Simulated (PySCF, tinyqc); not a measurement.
Inside a calculation. Method: RHF in the sto-3g basis, for LiH, spin multiplicity 1. The lowest restricted solution is unstable here: a spin-polarised one lies 0.0366 hartree lower (PySCF). Computed by tinyqc, a small Python program that keeps every step (integrals from PySCF). Settings: charge = 0, multiplicity = 1, basis = sto-3g, energy threshold = 1e-09, iteration cap = 65, orthogonalisation = symmetric, start = atomic densities, DIIS depth = 4, method = RHF. Command: `OMP_NUM_THREADS=1 python tinyqc.py 28218 28219 out.jsonl` (the two numbers bound the seeds that draw the settings). One thread of a shared host (Intel(R) Xeon(R) Processor @ 2.60GHz), about 0.08 s of CPU time with the checks. Later iterations appear only in the table of the cycle.

## One-electron integrals

Geometry (angstrom):
```
atom,x,y,z
Li,0.0000,0.0000,0.0000
H,0.0000,0.0000,2.5940
```

Basis sto-3g: exponents (1/bohr^2) and contraction coefficients of normalised primitives:
```
element,l (shell),exponent,coefficient
Li,s (1),16.1196,0.1543
Li,s (1),2.9362,0.5353
Li,s (1),0.7947,0.4446
Li,s (2),0.6363,-0.1000
Li,s (2),0.1479,0.3995
Li,s (2),0.0481,0.7001
Li,p (3),0.6363,0.1559
Li,p (3),0.1479,0.6077
Li,p (3),0.0481,0.3920
H,s (1),3.4253,0.1543
H,s (1),0.6239,0.5353
H,s (1),0.1689,0.4446
```

Overlap, kinetic and nuclear-attraction integrals over the contracted functions; the nuclear repulsion is the sum of Za Zb / Rab.

nuclear repulsion = 0.612001 hartree

overlap S, lower triangle:
```
,1Li 1s,1Li 2s,1Li 2px,1Li 2py,1Li 2pz,2H 1s
1Li 1s,1.0000
1Li 2s,0.2411,1.0000
1Li 2px,0.0000,0.0000,1.0000
1Li 2py,0.0000,0.0000,0.0000,1.0000
1Li 2pz,0.0000,0.0000,0.0000,0.0000,1.0000
2H 1s,0.0063,0.1815,0.0000,0.0000,0.2745,1.0000
```

kinetic energy T (hartree), lower triangle:
```
,1Li 1s,1Li 2s,1Li 2px,1Li 2py,1Li 2pz,2H 1s
1Li 1s,3.5768
1Li 2s,-0.0202,0.1022
1Li 2px,0.0000,0.0000,0.3197
1Li 2py,0.0000,0.0000,0.0000,0.3197
1Li 2pz,0.0000,0.0000,0.0000,0.0000,0.3197
2H 1s,-0.0039,0.0023,0.0000,0.0000,0.0205,0.7600
```

nuclear attraction V (hartree), lower triangle:
```
,1Li 1s,1Li 2s,1Li 2px,1Li 2py,1Li 2pz,2H 1s
1Li 1s,-8.1869
1Li 2s,-1.0135,-1.4076
1Li 2px,0.0000,0.0000,-1.3817
1Li 2py,0.0000,0.0000,0.0000,-1.3817
1Li 2pz,-0.0061,-0.0689,0.0000,0.0000,-1.4299
2H 1s,-0.0242,-0.2568,0.0000,0.0000,-0.3916,-1.8386
```

core Hamiltonian H = T + V (hartree), lower triangle:
```
,1Li 1s,1Li 2s,1Li 2px,1Li 2py,1Li 2pz,2H 1s
1Li 1s,-4.6101
1Li 2s,-1.0338,-1.3054
1Li 2px,0.0000,0.0000,-1.0620
1Li 2py,0.0000,0.0000,0.0000,-1.0620
1Li 2pz,-0.0061,-0.0689,0.0000,0.0000,-1.1102
2H 1s,-0.0281,-0.2546,0.0000,0.0000,-0.3711,-1.0786
```

## Two-electron integrals

Functions are numbered as in S; the eight-fold symmetry (ij|kl) = (ji|kl) = (kl|ij) leaves the list below.

Two-electron integrals (ij|kl) in chemists' order, unique and non-zero (hartree):
```
i,j,k,l,(ij|kl)
1,1,1,1,1.6804
2,1,1,1,0.2654
2,1,2,1,0.0499
2,2,1,1,0.3977
2,2,2,1,0.0929
2,2,2,2,0.2906
3,1,3,1,0.0090
3,2,3,1,0.0138
3,2,3,2,0.0642
3,3,1,1,0.3966
3,3,2,1,0.0929
3,3,2,2,0.2905
3,3,3,3,0.3129
4,1,4,1,0.0090
4,2,4,1,0.0138
4,2,4,2,0.0642
4,3,4,3,0.0169
4,4,1,1,0.3966
4,4,2,1,0.0929
4,4,2,2,0.2905
4,4,3,3,0.2792
4,4,4,4,0.3129
5,1,5,1,0.0090
5,2,5,1,0.0138
5,2,5,2,0.0642
5,3,5,3,0.0169
5,4,5,4,0.0169
5,5,1,1,0.3966
5,5,2,1,0.0929
5,5,2,2,0.2905
5,5,3,3,0.2792
5,5,4,4,0.2792
5,5,5,5,0.3129
6,1,1,1,0.0064
6,1,2,1,0.0012
6,1,2,2,0.0024
6,1,3,3,0.0024
6,1,4,4,0.0024
6,1,5,1,1.86e-04
6,1,5,2,3.72e-04
6,1,5,5,0.0025
6,1,6,1,3.50e-05
6,2,1,1,0.0470
6,2,2,1,0.0113
6,2,2,2,0.0420
6,2,3,3,0.0395
6,2,4,4,0.0395
6,2,5,1,0.0016
6,2,5,2,0.0134
6,2,5,5,0.0471
6,2,6,1,3.53e-04
6,2,6,2,0.0145
6,3,3,1,4.81e-04
6,3,3,2,0.0030
6,3,5,3,0.0015
6,3,6,3,0.0006
6,4,4,1,4.81e-04
6,4,4,2,0.0030
6,4,5,4,0.0015
6,4,6,4,0.0006
6,5,1,1,0.0686
6,5,2,1,0.0165
6,5,2,2,0.0625
6,5,3,3,0.0584
6,5,4,4,0.0584
6,5,5,1,0.0025
6,5,5,2,0.0208
6,5,5,5,0.0708
6,5,6,1,0.0005
6,5,6,2,0.0227
6,5,6,5,0.0357
6,6,1,1,0.2040
6,6,2,1,0.0492
6,6,2,2,0.1991
6,6,3,3,0.1843
6,6,4,4,0.1843
6,6,5,1,0.0061
6,6,5,2,0.0663
6,6,5,5,0.2282
6,6,6,1,0.0015
6,6,6,2,0.0943
6,6,6,5,0.1499
6,6,6,6,0.7746
```

## Orthogonalisation

S = U s U^T; symmetric (Loewdin) form X = U s^(-1/2) U^T, so that X^T S X = 1.

eigenvalues of S: 0.6372  0.8162  1.0000  1.0000  1.1783  1.3683

X, lower triangle:
```
,1Li 1s,1Li 2s,1Li 2px,1Li 2py,1Li 2pz,2H 1s
1Li 1s,1.0232
1Li 2s,-0.1276,1.0372
1Li 2px,0.0000,0.0000,1.0000
1Li 2py,0.0000,0.0000,0.0000,1.0000
1Li 2pz,-0.0036,0.0211,0.0000,0.0000,1.0307
2H 1s,0.0151,-0.1007,0.0000,0.0000,-0.1475,1.0446
```

## Starting guess

The start is atomic minimal-basis densities projected into this basis (PySCF's MINAO start) and scaled to the electron count of each spin; this density is not idempotent, so its energy is not variational and may lie below the converged one.

D at the start, lower triangle:
```
,1Li 1s,1Li 2s,1Li 2px,1Li 2py,1Li 2pz,2H 1s
1Li 1s,2.0758
1Li 2s,-0.2243,1.0162
1Li 2px,0.0000,0.0000,0.0000
1Li 2py,0.0000,0.0000,0.0000,0.0000
1Li 2pz,0.0043,-0.0071,0.0000,0.0000,0.0024
2H 1s,-0.0227,0.0886,0.0000,0.0000,0.0461,0.9566
```

## Iteration 1: building the Fock matrix

J_ij = sum D_kl (ij|kl), K_ij = sum D_kl (ik|jl); F = H + J - 0.5 K; E = tr D H + tr D J / 2 - 0.25 tr D K + E_nn.

Coulomb J (hartree), lower triangle:
```
,1Li 1s,1Li 2s,1Li 2px,1Li 2py,1Li 2pz,2H 1s
1Li 1s,3.9838
1Li 2s,0.6737,1.2834
1Li 2px,0.0000,0.0000,1.2662
1Li 2py,0.0000,0.0000,0.0000,1.2662
1Li 2pz,0.0062,0.0669,0.0000,0.0000,1.3107
2H 1s,0.0167,0.2300,0.0000,0.0000,0.3491,1.3748
```

exchange K (hartree), lower triangle:
```
,1Li 1s,1Li 2s,1Li 2px,1Li 2py,1Li 2pz,2H 1s
1Li 1s,3.4199
1Li 2s,0.5455,0.3795
1Li 2px,0.0000,0.0000,0.0789
1Li 2py,0.0000,0.0000,0.0000,0.0789
1Li 2pz,0.0017,0.0292,0.0000,0.0000,0.1226
2H 1s,0.0155,0.1539,0.0000,0.0000,0.1766,0.7859
```

Fock matrix F (hartree), lower triangle:
```
,1Li 1s,1Li 2s,1Li 2px,1Li 2py,1Li 2pz,2H 1s
1Li 1s,-2.3363
1Li 2s,-0.6329,-0.2117
1Li 2px,0.0000,0.0000,0.1647
1Li 2py,0.0000,0.0000,0.0000,0.1647
1Li 2pz,-0.0007,-0.0166,0.0000,0.0000,0.1391
2H 1s,-0.0192,-0.1015,0.0000,0.0000,-0.1103,-0.0967
```

total energy of this density = -7.610182 hartree

This density is the starting one; it is not idempotent, so its energy is not variational and may lie below the converged one.

## Iteration 1: diagonalisation and new density

Diagonalise F' = X^T F X, C = X C', fill 2 alpha and 2 beta electrons from the bottom; D = 2 C_occ C_occ^T. Each column has its largest component positive (the first on a tie).

F' = X^T F X (hartree), lower triangle:
```
,1,2,3,4,5,6
1,-2.2844
2,-0.3496,-0.0788
3,0.0000,0.0000,0.1647
4,0.0000,0.0000,0.0000,0.1647
5,-0.0045,0.0094,0.0000,0.0000,0.1791
6,0.0197,-0.0917,0.0000,0.0000,-0.1291,-0.0490
```

orbital energies (hartree): MO1 -2.3385, MO2 -0.1587, MO3 0.0178, MO4 0.1647, MO5 0.1647, MO6 0.2463

coefficients C:
```
,MO1,MO2,MO3,MO4,MO5,MO6
1Li 1s,0.9917,-0.1383,-0.2385,0.0000,0.0000,-0.0641
1Li 2s,0.0326,0.4837,0.8956,0.0000,0.0000,0.2564
1Li 2px,0.0000,0.0000,0.0000,0.6268,0.7792,0.0000
1Li 2py,0.0000,0.0000,0.0000,0.7792,-0.6268,0.0000
1Li 2pz,0.0012,0.1911,-0.3162,0.0000,0.0000,0.9737
2H 1s,-0.0031,0.7336,-0.4611,0.0000,0.0000,-0.6103
```

D after iteration 1, lower triangle:
```
,1Li 1s,1Li 2s,1Li 2px,1Li 2py,1Li 2pz,2H 1s
1Li 1s,2.0050
1Li 2s,-0.0690,0.4700
1Li 2px,0.0000,0.0000,0.0000
1Li 2py,0.0000,0.0000,0.0000,0.0000
1Li 2pz,-0.0505,0.1850,0.0000,0.0000,0.0730
2H 1s,-0.2089,0.7095,0.0000,0.0000,0.2804,1.0764
```

Within a degenerate level the vectors are fixed only up to a rotation; this is one choice.

## Iteration 2: building the Fock matrix

As before.

Coulomb J (hartree), lower triangle:
```
,1Li 1s,1Li 2s,1Li 2px,1Li 2py,1Li 2pz,2H 1s
1Li 1s,3.8705
1Li 2s,0.6533,1.2504
1Li 2px,0.0000,0.0000,1.2256
1Li 2py,0.0000,0.0000,0.0000,1.2256
1Li 2pz,0.0144,0.1242,0.0000,0.0000,1.2929
2H 1s,0.0164,0.2554,0.0000,0.0000,0.3907,1.5875
```

exchange K (hartree), lower triangle:
```
,1Li 1s,1Li 2s,1Li 2px,1Li 2py,1Li 2pz,2H 1s
1Li 1s,3.3559
1Li 2s,0.5465,0.3066
1Li 2px,0.0000,0.0000,0.0531
1Li 2py,0.0000,0.0000,0.0000,0.0531
1Li 2pz,-0.0012,0.1538,0.0000,0.0000,0.1757
2H 1s,0.0108,0.3037,0.0000,0.0000,0.3211,1.0689
```

Fock matrix F (hartree), lower triangle:
```
,1Li 1s,1Li 2s,1Li 2px,1Li 2py,1Li 2pz,2H 1s
1Li 1s,-2.4175
1Li 2s,-0.6537,-0.2084
1Li 2px,0.0000,0.0000,0.1370
1Li 2py,0.0000,0.0000,0.0000,0.1370
1Li 2pz,0.0089,-0.0217,0.0000,0.0000,0.0949
2H 1s,-0.0170,-0.1510,0.0000,0.0000,-0.1410,-0.0256
```

total energy of this density = -7.742743 hartree

## Iteration 2: DIIS over 2 matrices

error matrix X^T (FDS - SDF) X:
```
,1,2,3,4,5,6
1,0.0000,0.0001,0.0000,0.0000,-0.0200,0.0208
2,-0.0001,0.0000,0.0000,0.0000,0.0175,-0.0929
3,0.0000,0.0000,0.0000,0.0000,0.0000,0.0000
4,0.0000,0.0000,0.0000,0.0000,0.0000,0.0000
5,0.0200,-0.0175,0.0000,0.0000,0.0000,-0.0816
6,-0.0208,0.0929,0.0000,0.0000,0.0816,0.0000
```

B (overlaps of the stored error matrices):
```
,1,2
1,1.6155514e-02,1.0370322e-02
2,1.0370322e-02,3.2825920e-02
```

Minimise |sum c_i e_i|^2 with sum c_i = 1: solve [B -1; -1 0][c; lambda] = [0; -1] with B_ij = tr e_i^T e_j, and take F = sum c_i F_i.

DIIS coefficients: 0.7951  0.2049

extrapolated F (hartree), lower triangle:
```
,1Li 1s,1Li 2s,1Li 2px,1Li 2py,1Li 2pz,2H 1s
1Li 1s,-2.3529
1Li 2s,-0.6371,-0.2110
1Li 2px,0.0000,0.0000,0.1590
1Li 2py,0.0000,0.0000,0.0000,0.1590
1Li 2pz,0.0012,-0.0177,0.0000,0.0000,0.1301
2H 1s,-0.0187,-0.1117,0.0000,0.0000,-0.1166,-0.0822
```

## Iteration 2: diagonalisation and new density

As before.

F' = X^T F X (hartree), lower triangle:
```
,1,2,3,4,5,6
1,-2.3007
2,-0.3524,-0.0749
3,0.0000,0.0000,0.1590
4,0.0000,0.0000,0.0000,0.1590
5,-0.0027,0.0104,0.0000,0.0000,0.1717
6,0.0217,-0.1045,0.0000,0.0000,-0.1371,-0.0293
```

orbital energies (hartree): MO1 -2.3552, MO2 -0.1606, MO3 0.0281, MO4 0.1590, MO5 0.1590, MO6 0.2545

coefficients C:
```
,MO1,MO2,MO3,MO4,MO5,MO6
1Li 1s,0.9917,-0.1467,-0.2300,0.0000,0.0000,-0.0748
1Li 2s,0.0324,0.5170,0.8628,0.0000,0.0000,0.3000
1Li 2px,0.0000,0.0000,0.0000,0.7934,-0.6087,0.0000
1Li 2py,0.0000,0.0000,0.0000,0.6087,0.7934,0.0000
1Li 2pz,0.0004,0.2075,-0.3847,0.0000,0.0000,0.9453
2H 1s,-0.0029,0.7029,-0.4404,0.0000,0.0000,-0.6597
```

D after iteration 2, lower triangle:
```
,1Li 1s,1Li 2s,1Li 2px,1Li 2py,1Li 2pz,2H 1s
1Li 1s,2.0100
1Li 2s,-0.0873,0.5366
1Li 2px,0.0000,0.0000,0.0000
1Li 2py,0.0000,0.0000,0.0000,0.0000
1Li 2pz,-0.0601,0.2145,0.0000,0.0000,0.0861
2H 1s,-0.2120,0.7266,0.0000,0.0000,0.2917,0.9882
```

Within a degenerate level the vectors are fixed only up to a rotation; this is one choice.

## Iteration 8 (converged): orbitals

converged F (hartree), lower triangle:
```
,1Li 1s,1Li 2s,1Li 2px,1Li 2py,1Li 2pz,2H 1s
1Li 1s,-2.3759
1Li 2s,-0.6448,-0.2036
1Li 2px,0.0000,0.0000,0.1553
1Li 2py,0.0000,0.0000,0.0000,0.1553
1Li 2pz,0.0127,-0.0409,0.0000,0.0000,0.0887
2H 1s,-0.0174,-0.1569,0.0000,0.0000,-0.1568,-0.0563
```

As before.

F' = X^T F X (hartree), lower triangle:
```
,1,2,3,4,5,6
1,-2.3225
2,-0.3598,-0.0564
3,0.0000,0.0000,0.1553
4,0.0000,0.0000,0.0000,0.1553
5,0.0107,-0.0050,0.0000,0.0000,0.1398
6,0.0283,-0.1553,0.0000,0.0000,-0.1780,0.0193
```

orbital energies (hartree): MO1 -2.3783, MO2 -0.2023, MO3 0.0638, MO4 0.1553, MO5 0.1553, MO6 0.2970

coefficients C:
```
,MO1,MO2,MO3,MO4,MO5,MO6
1Li 1s,0.9916,-0.1504,-0.2176,0.0000,0.0000,-0.1011
1Li 2s,0.0327,0.5378,0.8010,0.0000,0.0000,0.4134
1Li 2px,0.0000,0.0000,0.0000,0.9442,-0.3293,0.0000
1Li 2py,0.0000,0.0000,0.0000,0.3293,0.9442,0.0000
1Li 2pz,-0.0041,0.3037,-0.5566,0.0000,0.0000,0.8261
2H 1s,-0.0020,0.6369,-0.2835,0.0000,0.0000,-0.7983
```

D after iteration 8, lower triangle:
```
,1Li 1s,1Li 2s,1Li 2px,1Li 2py,1Li 2pz,2H 1s
1Li 1s,2.0119
1Li 2s,-0.0969,0.5806
1Li 2px,0.0000,0.0000,0.0000
1Li 2py,0.0000,0.0000,0.0000,0.0000
1Li 2pz,-0.0996,0.3264,0.0000,0.0000,0.1845
2H 1s,-0.1956,0.6849,0.0000,0.0000,0.3869,0.8112
```

Within a degenerate level the vectors are fixed only up to a rotation; this is one choice.

## Convergence

Stop when the energy changes by less than 1e-09 hartree and every element of the error matrix X^T (F D S - S D F) X is below 9e-06.

Course of the cycle:
```
iteration,E (hartree),change,largest element of the error matrix
1,-7.610182,-,7.63e-02
2,-7.742743,-1.33e-01,9.29e-02
3,-7.750793,-8.05e-03,6.15e-02
4,-7.758801,-8.01e-03,6.34e-03
5,-7.759134,-3.32e-04,2.91e-03
6,-7.759149,-1.58e-05,1.33e-04
7,-7.759149,-4.36e-08,6.18e-06
8,-7.759149,-1.26e-10,2.24e-07
```

PySCF RHF in the same basis = -7.759149 hartree

Converged in 8 iterations.

## Populations, bond orders and dipole

Mulliken: Z minus the diagonal of D S on the atom; Loewdin: the same with S^(1/2) D S^(1/2); Mayer order: 2 sum_s sum (D(s) S)_ij (D(s) S)_ji over the two atoms.

Charges (e):
```
atom,Mulliken,Loewdin
1Li,0.0405,0.0378
2H,-0.0405,-0.0378
```

Mayer bond orders:
```
pair,order
2-1,0.9984
```

dipole moment about the origin, x y z (debye): 0.0000  0.0000  -5.2028
